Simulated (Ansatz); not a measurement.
# Structure relaxation of CdGa₂

The calculation used DFT r2SCAN, scalar-relativistic, plane waves, PAW (Ansatz). Cutoff 500 eV, Γ-centred k mesh, Gaussian smearing, no spin polarisation in the final step.

This is the end of a relaxation of cell and atoms.

```
CELL_PARAMETERS angstrom
0.00000 3.91582 3.91582
3.91582 0.00000 3.91582
3.91582 3.91582 0.00000
ATOMIC_POSITIONS crystal
Cd 0.50000 0.50000 0.50000
Cd 0.75000 0.75000 0.75000
Ga 0.12500 0.12500 0.12500
Ga 0.62500 0.12500 0.12500
Ga 0.12500 0.12500 0.62500
Ga 0.12500 0.62500 0.12500
```

Energies over the elements count from the elements' standard structures at the same level, with no empirical corrections.

What space group does it have?

Fd-3m (No. 227). Conventional cell: a = 7.832 Å. Around Cd lie 12 Ga at 3.25 Å and 4 Cd at 3.39 Å; Ga is coordinated by 6 Ga at 2.77 Å and 6 Cd at 3.25 Å.

What is its formation energy per atom?

0.19 eV/atom.

Is it a metal?

Yes, bands cross the Fermi level on the 8×8×8 mesh.

The final run used a 8×8×8 mesh on its 6-atom cell and 0.10 eV smearing. The k mesh leaves about 4 meV/atom of noise in metals. The cell came from a trial start, so CdGa₂ may not exist in this structure.